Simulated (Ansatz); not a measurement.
C3H5NO can be A, `N=C1CCO1`, or B, `COCC#N`.

Isolated molecules relaxed with PBE0-D4/def2-TZVP in Ansatz; ΔE leaves out vibrations. CCSD(T)/CBS adds triple-zeta CCSD(T) − MP2 to the extrapolated MP2 energy (def2 sets, frozen cores). This one scheme is used for every species. DFT in def2-TZVPP. B3LYP here is the variant with VWN-RPA as its local correlation; programs differ in this. Each species was taken in one conformer, which may not be the lowest.

A:

Z-matrix (Å, degrees):
```
C
C 1 1.505
C 1 1.529 2 83.8
H 1 1.089 2 114.4 3 116.1
H 1 1.089 2 114.4 3 -116.1
N 2 1.247 1 135.1 3 -179.9
O 2 1.374 1 94.4 3 0.1
H 3 1.091 1 116.3 2 113.5
H 3 1.091 1 116.3 2 -113.6
H 6 1.019 2 111.7 1 -180.0
```

B:

```xyz
10

C    -0.2274    0.5788    1.2144
O     0.8232    0.5172    0.2755
C     0.4168    0.0608   -0.9753
C    -0.0237   -1.3424   -0.9600
N    -0.3753   -2.4359   -0.9325
H    -1.0286    1.2439    0.8671
H     0.1960    0.9776    2.1348
H    -0.6481   -0.4140    1.4120
H    -0.4045    0.6665   -1.3863
H     1.2715    0.1476   -1.6496
```

Q: Which is lower in electronic energy at CCSD(T)/CBS, and by how much? (Best estimate.)

A: Ansatz gave: A, by 2.7 kJ/mol.

Q: Give E(B) − E(A) in kJ/mol with B2PLYP, CCSD/def2-TZVPP, ωB97M-V, r2SCAN-D4, CCSD(T)/def2-TZVPP, B3LYP-D4, BLYP-D4. (Best estimate.)

A: The calculation gave: B2PLYP -1.8, CCSD/def2-TZVPP -4.4, ωB97M-V 13.4, r2SCAN-D4 25.6, CCSD(T)/def2-TZVPP -1.3, B3LYP-D4 6.2, BLYP-D4 3.4. The order is the other way round with B2PLYP, CCSD/def2-TZVPP, CCSD(T)/def2-TZVPP.

Q: Does the order hold for the free energy at 298.15 K (harmonic terms from PBE0-D4)? (Best estimate.)

A: Ansatz gave: No: G(B) − G(A) = -6.3 kJ/mol, for one conformer each.

Largest T1 diagnostic: 0.014.

At CCSD(T), def2-SVP lies −10.6 kJ/mol from the extrapolated value and def2-TZVPP −4.0 kJ/mol. In def2-TZVPP, CCSD(T) changes the Hartree–Fock value by +20.0 kJ/mol (the triples alone add +3.2 kJ/mol) and MP2 by +17.3 kJ/mol.
